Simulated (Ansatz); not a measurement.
# CH3AlO (SMILES [CH3][Al]=[O]): CCSD/aug-cc-pVDZ

Aim: the vertical electron affinity of CH3AlO at CCSD/aug-cc-pVDZ, from 2 runs. 

The calculation is run with Ansatz 0.2.0.

61 further runs of the same task are left out: 8 that didn't finish, 53 set aside as unsound or not needed. Runs told in other sessions of the task aren't counted.

## 1. The system as given

CH3AlO has 6 atoms, charge 0, and is taken as a singlet. As SMILES, `[CH3][Al]=[O]`. The coordinates come from a PBE0-D4/def2-TZVP relaxation.

Bond lengths: C1–Al2 1.935 Å, Al2–O3 1.596 Å, C1–H4 1.092 Å, C1–H5 1.092 Å, C1–H6 1.092 Å. Angles: C1–Al2–O3 180.0°, Al2–C1–H4 110.5°, Al2–C1–H5 110.5°, Al2–C1–H6 110.5°, H4–C1–H5 108.4°, H4–C1–H6 108.4°, H5–C1–H6 108.4°.

## 2. A single-point energy at CCSD/aug-cc-pVDZ

File run.yaml:

```yaml
crystal:
  periodic: [false, false, false]
  atoms:
    - {symbol: C, position_ang: [-0.412500, 0.498200, -0.315400]}
    - {symbol: Al, position_ang: [0.696700, -0.841400, 0.532500]}
    - {symbol: O, position_ang: [1.611700, -1.946300, 1.232100]}
    - {symbol: H, position_ang: [0.065200, 1.479100, -0.263900]}
    - {symbol: H, position_ang: [-1.383600, 0.560900, 0.180800]}
    - {symbol: H, position_ang: [-0.577400, 0.249400, -1.366100]}
basis:
  gaussian: {orbitals: aug-cc-pVDZ}
correlation: {method: ccsd, frozen_orbitals: {Al: 5, C: 1, H: 0, O: 1}}
scf: {omitted_lower_state_checks: [cluster_reference, increment]}
accuracy: high
```

Command:

```sh
$ ansatz run run.yaml --threads 1 --pin off --max-ram 3480MiB --events-out events.jsonl --progress --plain --runs-dir runs
```

Standard output:

```text
Warning: RAYON_NUM_THREADS=1 ignored (pool sized by the plan → 1); use --threads N
Functional definition: HF
  name "HF"
  exchange = exact_x
  correlation = 0
these checks for a lower state are left out or cut short: cluster_reference, increment
1876 factors; integrals over basis functions are off by at most 3.5e-9 eV
mean field evaluation 1: about -9690.8435 eV, gradient 5.6e1 eV
mean field evaluation 2: about -9690.8472 eV, gradient 5.6e1 eV
mean field evaluation 4: about -9697.5972 eV, gradient 6.6e0 eV
mean field evaluation 8: about -9697.7303 eV, gradient 4.3e-1 eV
mean field evaluation 16: about -9685.9763 eV, gradient 1.6e1 eV
mean field -9697.73248176 eV, -356.3850953455 hartree, gradient 1.2e-8 eV, S^2 0.000000; 1 other end points of the search recorded, 0 dependent functions left out
7 core orbitals not correlated: weight in the atoms' cores, before any rotation towards them, 1.000 or more for the frozen orbitals, at most 0.000 for the correlated occupied ones
reference -9697.73248176 eV, -356.3850953455 hartree; 8, 8 occupied and 85, 85 virtual orbitals, 1876 factors
second order -11.76063102 eV of doubles, -0.00000000 eV of singles
cycle   1  -11.53647903 eV  change    2.2e-1 eV  update   1.5e-1
cycle   2  -11.95253694 eV  change   -4.2e-1 eV  update   7.3e-2
cycle   3  -12.10718692 eV  change   -1.5e-1 eV  update   3.2e-2
cycle   4  -12.11001556 eV  change   -2.8e-3 eV  update   1.1e-2
cycle   5  -12.10316442 eV  change    6.9e-3 eV  update   4.0e-3
cycle   6  -12.10406441 eV  change   -9.0e-4 eV  update   1.4e-3
cycle   7  -12.10406290 eV  change    1.5e-6 eV  update   5.0e-4
cycle   8  -12.10374904 eV  change    3.1e-4 eV  update   2.0e-4
cycle   9  -12.10372350 eV  change    2.6e-5 eV  update   6.8e-5
cycle  10  -12.10376646 eV  change   -4.3e-5 eV  update   3.2e-5
cycle  11  -12.10373187 eV  change    3.5e-5 eV  update   1.7e-5
cycle  12  -12.10371611 eV  change    1.6e-5 eV  update   8.5e-6
cycle  13  -12.10372801 eV  change   -1.2e-5 eV  update   3.6e-6
cycle  14  -12.10372451 eV  change    3.5e-6 eV  update   1.7e-6
cycle  15  -12.10372613 eV  change   -1.6e-6 eV  update   6.0e-7
cycle  16  -12.10372708 eV  change   -9.5e-7 eV  update   2.2e-7
cycle  17  -12.10372702 eV  change    5.4e-8 eV  update   1.0e-7
cycle  18  -12.10372693 eV  change    9.6e-8 eV  update   4.6e-8
cycle  19  -12.10372692 eV  change    8.9e-9 eV  update   1.3e-7
cycle  20  -12.10372693 eV  change   -1.8e-8 eV  update   4.0e-8
cycle  21  -12.10372692 eV  change    1.0e-8 eV  update   1.4e-8
cycle  22  -12.10372691 eV  change    9.8e-9 eV  update   6.7e-9
cycle  23  -12.10372691 eV  change    3.0e-9 eV  update   2.6e-9
cycle  24  -12.10372691 eV  change   4.7e-10 eV  update   1.4e-9
Total energy: -9709.83620867 eV, -356.8298991053 hartree
Checks for a lower state left out: cluster_reference, increment
```

Run time: 16 s. Hardware: 1 thread of Intel Xeon Platinum 8259CL at 2.50GHz (Skylake/Cascade Lake), shared host; peak memory 0.72 GiB.

## 3. The doublet anion at the same level

File in.yaml:

```yaml
crystal:
  periodic: [false, false, false]
  atoms:
    - {symbol: C, position_ang: [-0.412500, 0.498200, -0.315400]}
    - {symbol: Al, position_ang: [0.696700, -0.841400, 0.532500]}
    - {symbol: O, position_ang: [1.611700, -1.946300, 1.232100]}
    - {symbol: H, position_ang: [0.065200, 1.479100, -0.263900]}
    - {symbol: H, position_ang: [-1.383600, 0.560900, 0.180800]}
    - {symbol: H, position_ang: [-0.577400, 0.249400, -1.366100]}
basis:
  gaussian: {orbitals: aug-cc-pVDZ}
total_charge: -1
magnetization: {spin_polarized: true, initial_magnetization: 1}
correlation: {method: ccsd, frozen_orbitals: {Al: 5, C: 1, H: 0, O: 1}}
accuracy: high
scf: {omitted_lower_state_checks: [cluster_reference, increment]}
```

Command:

```sh
$ ansatz run in.yaml --threads 1 --pin off --max-ram 3480MiB --events-out events.jsonl --progress --plain --runs-dir runs
```

Standard output:

```text
Warning: RAYON_NUM_THREADS=1 ignored (pool sized by the plan → 1); use --threads N
[... 4 set-up lines as earlier in the session ...]
these checks for a lower state are left out or cut short: cluster_reference, increment
1877 factors; integrals over basis functions are off by at most 3.5e-9 eV
mean field evaluation 1: about -9694.3181 eV, gradient 2.3e1 eV
mean field evaluation 2: about -9694.3228 eV, gradient 2.3e1 eV
mean field evaluation 4: about -9697.3124 eV, gradient 3.0e0 eV
mean field evaluation 8: about -9697.5279 eV, gradient 2.3e-1 eV
mean field evaluation 16: about -9697.2126 eV, gradient 2.0e0 eV
mean field evaluation 32: about -9694.5849 eV, gradient 4.7e0 eV
mean field evaluation 64: about -9696.0505 eV, gradient 1.7e0 eV
mean field evaluation 96: about -9697.5321 eV, gradient 8.7e-4 eV
mean field -9697.53214837 eV, -356.3777332294 hartree, gradient 3.4e-8 eV, S^2 0.756730; 11 other end points of the search recorded, 0 dependent functions left out
7 core orbitals not correlated: weight in the atoms' cores, before any rotation towards them, 1.000 or more for the frozen orbitals, at most 0.000 for the correlated occupied ones
reference -9697.53214837 eV, -356.3777332294 hartree; 9, 8 occupied and 84, 85 virtual orbitals, 1877 factors
second order -12.07967693 eV of doubles, -0.00000000 eV of singles
cycle   1  -11.85677338 eV  change    2.2e-1 eV  update   1.6e-1
cycle   2  -12.28341014 eV  change   -4.3e-1 eV  update   7.7e-2
cycle   3  -12.46401162 eV  change   -1.8e-1 eV  update   3.9e-2
cycle   4  -12.47355827 eV  change   -9.5e-3 eV  update   1.7e-2
cycle   5  -12.45767272 eV  change    1.6e-2 eV  update   9.1e-3
cycle   6  -12.45667449 eV  change    1.0e-3 eV  update   5.5e-3
cycle   7  -12.45827026 eV  change   -1.6e-3 eV  update   2.5e-3
cycle   8  -12.45825122 eV  change    1.9e-5 eV  update   1.1e-3
cycle   9  -12.45856761 eV  change   -3.2e-4 eV  update   4.2e-4
cycle  10  -12.45883729 eV  change   -2.7e-4 eV  update   1.8e-4
cycle  11  -12.45867866 eV  change    1.6e-4 eV  update   9.2e-5
cycle  12  -12.45865666 eV  change    2.2e-5 eV  update   4.8e-5
cycle  13  -12.45867724 eV  change   -2.1e-5 eV  update   2.6e-5
cycle  14  -12.45866238 eV  change    1.5e-5 eV  update   1.1e-5
cycle  15  -12.45867037 eV  change   -8.0e-6 eV  update   5.7e-6
cycle  16  -12.45867141 eV  change   -1.0e-6 eV  update   2.6e-6
cycle  17  -12.45867060 eV  change    8.1e-7 eV  update   1.3e-6
cycle  18  -12.45867061 eV  change   -3.7e-9 eV  update   5.3e-7
cycle  19  -12.45867076 eV  change   -1.5e-7 eV  update   3.0e-7
cycle  20  -12.45867071 eV  change    5.2e-8 eV  update   1.2e-7
cycle  21  -12.45867065 eV  change    5.9e-8 eV  update   6.8e-8
cycle  22  -12.45867062 eV  change    2.8e-8 eV  update   1.3e-7
cycle  23  -12.45867061 eV  change    9.1e-9 eV  update   4.8e-8
cycle  24  -12.45867064 eV  change   -2.5e-8 eV  update   2.3e-8
cycle  25  -12.45867064 eV  change  -6.6e-10 eV  update   1.3e-8
cycle  26  -12.45867064 eV  change   -4.3e-9 eV  update   6.2e-9
cycle  27  -12.45867064 eV  change   -1.8e-9 eV  update   3.2e-9
cycle  28  -12.45867064 eV  change   9.2e-10 eV  update   1.8e-9
Total energy: -9709.99081901 eV, -356.8355809306 hartree
Checks for a lower state left out: cluster_reference, increment
```

Wall time 55 s (1 thread of Intel Xeon Platinum 8259CL at 2.50GHz (Skylake/Cascade Lake), shared host); peak memory 1.4 GiB.

## 4. Summary of results

At CCSD/aug-cc-pVDZ, 7 core orbitals frozen:

| quantity | value |
| --- | --- |
| singlet CH3AlO: total energy | -356.82990 Eh |
| singlet CH3AlO: correlation energy (7 core orbitals frozen) | -444.8 mEh |
| singlet CH3AlO: T1 diagnostic | 0.026 |
| doublet anion: total energy | -356.83558 Eh |
| doublet anion: correlation energy (7 core orbitals frozen) | -457.8 mEh |
| doublet anion: ⟨S²⟩ of the reference determinant | 0.757 |
| doublet anion: T1 diagnostic | 0.037 |
| vertical electron affinity (to the doublet anion) | 0.155 eV |

What this shows: At fixed nuclei the extra electron is bound by 0.15 eV (14.9 kJ/mol). The T1 diagnostic (singlet CH3AlO) of 0.026 is above the customary mark for such species, so a single reference may not serve.
